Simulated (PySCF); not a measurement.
**Electronic absorption of C5H9Cl**

Species: C₅H₉Cl.
Bonds: Cl1–C2, C2–C3, C3–C4, C4–C5, C5–C6, C2–C6. Hydrogens: H7 on C2; H8, H9 on C3; H10, H11 on C4; H12, H13 on C5; H14, H15 on C6.

Computed, not measured: TDDFT B3LYP/def2-SVPD, vertical, gas phase, core orbitals frozen in the response in PySCF 2.14.0, density-fitted response routines. Geometry: GFN2-xTB, one conformer, isolated molecule.

| state | E (eV) | λ (nm) | ν̃ (cm⁻¹) | f | main configurations (H = HOMO, L = LUMO) |
| --- | --- | --- | --- | --- | --- |
| S1 | 7.13 | 173.8 | 57520 | 0.0013 | H→L+1 (90%) |
| S2 | 7.20 | 172.3 | 58040 | 0.0009 | H-1→L+1 (91%) |
| S3 | 7.40 | 167.4 | 59720 | 0.017 | H→L (94%) |
| S4 | 7.52 | 164.8 | 60680 | 0.017 | H-1→L (95%) |
| S5 | 8.03 | 154.4 | 64780 | 0.0075 | H→L+2 (96%) |
| S6 | 8.14 | 152.2 | 65690 | 0.017 | H-1→L+2 (95%) |
| S7 | 8.37 | 148.2 | 67480 | 0.030 | H→L+4 (67%), H-2→L (21%) |
| S8 | 8.45 | 146.8 | 68140 | 0.0004 | H→L+3 (83%), H→L+4 (10%) |

Triplets, Tamm–Dancoff:

```csv
state,E (eV),λ (nm),"main configurations (H = HOMO, L = LUMO)"
T1,6.52,190.2,H→L+1 (92%)
T2,6.59,188.1,H-1→L+1 (93%)
T3,7.30,169.8,H→L (94%)
```

The lowest singlet comes at 174 nm (688 kJ/mol) in the vacuum ultraviolet; it is very weak; its leading configuration is HOMO→LUMO+1 (90%). The strongest level in the table is S7 at 8.37 eV (148 nm, f = 0.030). Löwdin shares by element: HOMO chlorine 69%, carbon 16% or more; LUMO carbon 21% or more, hydrogen 19% or more (atoms not listed hold the other 60%). Orbital energies (eV): HOMO-3 -9.51, HOMO-2 -9.10, HOMO-1 -8.03, HOMO -7.93, LUMO 0.30, LUMO+1 0.47, LUMO+2 0.96. Weighted by f, the mean energy of these states is 7.93 eV. The oscillator strengths of these states sum to 0.092; summed over the whole spectrum of an exact calculation they would give the number of electrons, 56 (Thomas–Reiche–Kuhn). Singlets were solved by full linear response, triplets in the Tamm–Dancoff approximation.
